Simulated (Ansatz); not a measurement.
# BSiNH+ (triplet): the correlation ladder, def2-TZVPP

One table from this session's results is given with a row withheld; the runs are named, their logs left out.

Computed with Ansatz 0.2.0, Gaussian basis. Level: def2-TZVPP, core rule «outside noble gas», up to 7 orbitals frozen.

To be run: UHF; ROHF; CCSD(T) on UHF.

**The system**

The geometry is a PBE0/def2-TZVP stationary point (not a proven minimum) of the parent state, kept for this charge and spin.

4 atoms, charge 1, spin multiplicity 3.

Atoms are counted from 1 here; the program's logs count them from 0.

Bond lengths: N1–B2 1.323 Å, B2–Si3 1.932 Å, Si3–H4 1.485 Å. Angles: N1–B2–Si3 176.5°, B2–Si3–H4 121.5°.

Set-up of the first run:

Contents of in.yaml:

```yaml
crystal:
  periodic: [false, false, false]
  atoms:
    - {symbol: N, position_ang: [0.000000, 0.051693, 2.035342]}
    - {symbol: B, position_ang: [0.000000, 0.044493, 0.712376]}
    - {symbol: Si, position_ang: [0.000000, -0.083412, -1.214889]}
    - {symbol: H, position_ang: [0.000000, 1.128664, -2.072682]}
basis:
  gaussian: {orbitals: def2-TZVPP}
total_charge: 1
magnetization: {spin_polarized: true, initial_magnetization: 2}
hamiltonian: {xc: hf}
output: {orbitals: {seedname: orbitals}}
```

The run is started by

```sh
$ ansatz run in.yaml --threads 1 --pin off --events-out ev --progress --plain --max-ram 4096MiB --backend cpu
```

Among the steps run: UHF; ROHF; CCSD(T) on UHF.

One of the session's tables, all rows but one given; the rest of the session is left out.

It belongs to the step «Misses and costs». 

| method | from UCCSD(T) (kJ/mol) |
| --- | --- |
| ROHF | +957.6 |
| UHF | +903.0 |
| UMP2 | ? |
| UCCSD | +45.4 |
| UCCSD(T) | 0 |

**Question.** Estimate the row for UMP2.

As computed: from UCCSD(T) (kJ/mol): +195.5. In the column «from UCCSD(T) (kJ/mol)» it lies between UCCSD (+45.4) and UHF (+903.0).

To keep in mind: The determinant is far from a pure spin state, so its energy mixes those of several spin states (harmless only where they are near-degenerate, as at dissociation).
